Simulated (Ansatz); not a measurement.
# C2H6N2O: the cost of one run

Method: RKS PBE/6-31G, in Ansatz 0.2.0.

**1. The structure to begin with**

Bond lengths: C1–N2 1.382 Å, N2–C3 1.355 Å, C3–N4 1.423 Å, C3–O5 1.214 Å, C1–H6 1.129 Å, C1–H7 1.121 Å, C1–H8 1.053 Å, N2–H9 0.983 Å, N4–H10 0.942 Å, N4–H11 1.010 Å. Angles (14 of 15 angles, heavy atoms first): C1–N2–C3 119.8°, N2–C3–N4 113.1°, N2–C3–O5 128.3°, N4–C3–O5 118.4°, C1–N2–H9 116.2°, C3–N2–H9 115.4°, N2–C1–H6 113.1°, N2–C1–H7 109.3°, N2–C1–H8 112.4°, C3–N4–H10 112.8°, C3–N4–H11 111.8°, H6–C1–H7 103.9°, H6–C1–H8 108.4°, H7–C1–H8 109.4°.

Coordinates:

```xyz
11

C    -1.3401    0.3848    0.8118
N    -0.2743   -0.3531    0.3314
C     0.6004    0.2140   -0.5348
N     1.6305   -0.6763   -0.9500
O     0.6542    1.3707   -0.9007
H    -1.0398    1.4107    1.1763
H    -2.0531    0.5958   -0.0273
H    -1.8514   -0.1074    1.5899
H    -0.4355   -1.3133    0.1997
H     2.3027   -0.2479   -1.4527
H     1.8718   -1.3351   -0.2230
```

**2. End point A**

The input, input.yaml:

```yaml
crystal:
  periodic: [false, false, false]
  atoms:
    - { symbol: C, position_ang: [-1.3401, 0.3848, 0.8118] }
    - { symbol: "N", position_ang: [-0.2743, -0.3531, 0.3314] }
    - { symbol: C, position_ang: [0.6004, 0.214, -0.5348] }
    - { symbol: "N", position_ang: [1.6305, -0.6763, -0.95] }
    - { symbol: O, position_ang: [0.6542, 1.3707, -0.9007] }
    - { symbol: H, position_ang: [-1.0398, 1.4107, 1.1763] }
    - { symbol: H, position_ang: [-2.0531, 0.5958, -0.0273] }
    - { symbol: H, position_ang: [-1.8514, -0.1074, 1.5899] }
    - { symbol: H, position_ang: [-0.4355, -1.3133, 0.1997] }
    - { symbol: H, position_ang: [2.3027, -0.2479, -1.4527] }
    - { symbol: H, position_ang: [1.8718, -1.3351, -0.223] }
basis:
  gaussian: { orbitals: "6-31G" }
hamiltonian:
  xc: pbe
relax:
  f_tol: 0.015
  max_steps: 40
```

On the command line:

```sh
$ ansatz run input.yaml --threads 1 --pin off --max-ram 2048MiB --backend cpu --events-out ev --progress --plain --runs-dir out
```

**Question.** How long does this run take on 1 thread of an x86-64 CPU, shared host, and how much memory does it need?

About 42 s, with a peak of 0.15 GiB.
